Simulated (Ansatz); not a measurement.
# B₂+ (quartet): the correlation ladder at distance B1–B2 = 2.296 Å, cc-pVTZ

How much of the correlation energy of B₂+ (quartet) does each wave-function method recover here?

Computed with Ansatz 0.2.0, Gaussian basis. Level: cc-pVTZ, core rule «outside noble gas», up to 2 orbitals frozen.

The runs, in order: UHF; CCSD(T) on ROHF; CCSD(T) on UHF; BCCD(T) on ROHF; CISD as a restricted active space (open shells left free, so some higher excitations enter); CCSDT(Q) on ROHF; CCSDT(Q) on UHF; CASSCF and MRCISD+Q, 5 electrons in 5 orbitals; CASSCF and NEVPT2, 5 electrons in 5 orbitals; CASSCF and MRCISD+Q, 5 electrons in 8 orbitals; CASSCF and NEVPT2, 5 electrons in 8 orbitals; Full CI.

29 further runs of the same task are left out: 8 for a known fault of the program, 15 that didn't finish, 6 set aside as unsound or not needed. Runs told in other sessions of the task aren't counted.

### Step 1. The geometry

The geometry derives from a PBE0/def2-TZVP stationary point (not a proven minimum). One bond is set to the value named and the two fragments are kept rigid.

2 atoms, charge 1, spin multiplicity 4.

Atoms are counted from 1 here; the program's logs count them from 0.

No contacts short enough for the rule that draws bonds.

### Step 2. UHF

Input file in.yaml:

```yaml
crystal:
  periodic: [false, false, false]
  atoms:
    - {symbol: B, position_ang: [0.000000, 0.000000, 0.000000]}
    - {symbol: B, position_ang: [0.000000, 0.000000, 2.296000]}
basis:
  gaussian: {orbitals: cc-pVTZ}
total_charge: 1
magnetization: {spin_polarized: true, initial_magnetization: 3}
hamiltonian: {xc: hf}
output: {orbitals: {seedname: orbitals}}
```

On the command line:

```
> ansatz run in.yaml --threads 1 --pin off --events-out ev --progress --plain --max-ram 2393MiB
```

The runs that follow: CCSD(T) on ROHF; CCSD(T) on UHF; BCCD(T) on ROHF; CISD as a restricted active space (open shells left free, so some higher excitations enter); CCSDT(Q) on ROHF; CCSDT(Q) on UHF; CASSCF and MRCISD+Q, 5 electrons in 5 orbitals; CASSCF and NEVPT2, 5 electrons in 5 orbitals; CASSCF and MRCISD+Q, 5 electrons in 8 orbitals; CASSCF and NEVPT2, 5 electrons in 8 orbitals; Full CI.

Q: Predict the results of all the runs planned. Wanted: FCI from the RHF energy; RMP2 from FCI; UMP2 from FCI; RCCSD from FCI; RCCSD(T) from FCI; UCCSD(T) from FCI; RCCSDT(Q) from FCI; UCCSDT(Q) from FCI; NEVPT2 valence from FCI.

**Answer**, as computed:

| quantity | value |
| --- | --- |
| FCI from the ROHF energy | -3.0024 eV |
| RMP2 from FCI | +1042.7 meV |
| UMP2 from FCI | +1044.8 meV |
| RCCSD from FCI | +318.0 meV |
| RCCSD(T) from FCI | +83.1 meV |
| UCCSD(T) from FCI | +81.9 meV |
| RCCSDT(Q) from FCI | +3.1 meV |
| UCCSDT(Q) from FCI | +2.5 meV |
| NEVPT2 valence from FCI | +264.0 meV |
| MRCISD+Q valence from FCI | +4.7 meV |
| levels within 1 kcal/mol (43 meV) | RCCSDT, UCCSDT, RCCSDT(Q), UCCSDT(Q), MRCISD valence, MRCISD+Q valence |
| T1 diagnostic | 0.044 |
| effectively unpaired electrons | 3.13 |

In words: RCCSD(T) misses by +83.1 meV, 2.8 % of the correlation energy. The occupations are near whole numbers, but T1 = 0.044 shows that the orbitals relax strongly. Of the multireference levels listed MRCISD+Q valence comes nearest in total energy (+4.7 meV), which doesn't show that its space is the better one. Coupled cluster took another determinant than the lowest Hartree-Fock one. These misses are within one basis, not against nature; the frozen cores of restricted and unrestricted runs differ, which can shift their rows.

Levels on UHF freeze UHF's core orbitals, full CI those of ROHF, so the U rows can settle a little off it for that reason alone.

With open shells the CI space here admits some higher excitations, so it is larger than plain CISD.
